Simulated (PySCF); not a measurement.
## Reproducing measurements on H2S

**The experiment to reproduce.**

From NIST CCCBDB Release 22 (SRD 101), experimental dipoles, for the gas: dipole moment (molecular beam, vibrational ground state) 0.977 D.

How close the calculation comes is told at the end.

Species: H2S.
SMILES with atom numbers: `[SH2:1]` (hydrogens: H2, H3 on S1)

Cartesian coordinates in Å at the PBE0-D3(BJ)/def2-SVP level; atoms count from 1:
```xyz
3
H2S angstrom
S     -0.034    0.555    0.028
H     -0.980   -0.408    0.007
H      0.962   -0.354    0.005
```

The PySCF runs (gas phase, on this PBE0-D3(BJ)/def2-SVP geometry; no spin–orbit coupling):

```
                             level                                                           job  basis functions  wall time
PBE0-D3(BJ)/def2-SVP, grid level 1  geometry optimisation from a GFN2-xTB start shaken at random               28      1.9 s
```

Hardware: an Arm Neoverse N1 with one thread, on a shared host.

Results beside the measurements:

**Dipole moment.** Measured: 0.977 D (NIST CCCBDB Release 22 (SRD 101), experimental dipoles).

```json
{"level": "PBE0-D3(BJ)/def2-SVP", "computed (D)": "1.351", "computed − measured (D)": "+0.374", "% (from the printed values)": "+38"}
```

The computed dipoles belong to one fixed geometry; measured ones are averaged over vibrations unless marked μe. Magnitudes are compared, not signs.

The geometry is computed, not the measured one. Where a level misses, the cause wasn't examined.
